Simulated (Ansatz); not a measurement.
GeH₃, doublet: the ladder up to full CI

Geometry: a point of a stretch scan, not a stationary point.

```xyz
4

Ge    0.0040   -0.0067   -0.0212
H     1.4690    0.0102    0.4501
H    -1.0424    1.7567    0.6320
H    -0.7152   -1.2845    0.4464
```

Basis 6-31G (Cartesian d functions); Ansatz 0.2.0. Only valence electrons are correlated (noble-gas cores and the filled d shells of p-block atoms frozen), which leaves 7 electrons in 21 orbitals. R marks a restricted (for open shells ROHF) determinant, U an unrestricted one. Active spaces: pair = (3e, 3o) about the gap; valence = (7e, 7o) chosen from the atoms' valence shells. No spin–orbit coupling is included, and no scalar relativity.

Full CI is exact within this basis and frozen core; it isn't the basis-set limit. The frozen core follows each run's orbitals, which can shift R against U totals by a few meV for light atoms and by up to 0.1 eV past Ca.

For open shells CISD is restricted-active-space CI with the open shells as a complete middle space.

- UHF ⟨S²⟩: 0.811
- T1 diagnostic (RCCSD): 0.0170
- largest doubles amplitude (RCCSD): 0.131

```
                   level  E − E(full CI) (kcal/mol)  share of correlation (%)  wall time
                     RHF                      53.22                      0.00          –
                    RMP2                      18.12                     65.95          –
                    CISD                       3.48                     93.45     0.45 s
                   RCCSD                       1.35                     97.46          –
                RCCSD(T)                       0.43                     99.20     0.72 s
                 BCCD(T)                       0.43                     99.20     0.87 s
                  RCCSDT                       0.05                     99.92          –
               RCCSDT(Q)                       0.01                     99.98      2.8 s
     CASSCF (pair space)                      34.67                     34.85          –
     NEVPT2 (pair space)                      10.51                     80.24     0.51 s
     MRCISD (pair space)                       1.33                     97.50          –
   MRCISD+Q (pair space)                      -0.09                    100.16      0.6 s
  CASSCF (valence space)                      12.64                     76.25          –
  NEVPT2 (valence space)                       3.44                     93.53      1.5 s
  MRCISD (valence space)                       0.36                     99.33          –
MRCISD+Q (valence space)                       0.19                     99.65      1.9 s
```

The correlation energy at full CI, counted from RHF, is -2.308 eV. That run took 19 s on 1 thread of Arm Neoverse V2, shared host over 3,978,900 determinants.

Run but not shown, since their state, orbitals or frozen core can't be matched to the reference's or they repeat it: UHF, UMP2, UCCSD, UCCSD(T), UCCSDT, UCCSDT(Q).

Times hold each run's SCF and search for its determinant on a shared host, so for small cases they say little of a method's own cost; they ran on 1 thread of Arm Neoverse V2.

The full-CI state has the irrep A' of Cs, in the program's axes.

Natural occupations of full CI about the gap: 1.973 1.959 1.894 0.997 0.099 0.031 0.026 0.005 0.004 0.004; effectively unpaired electrons, Σ n²(2−n)², 1.09.
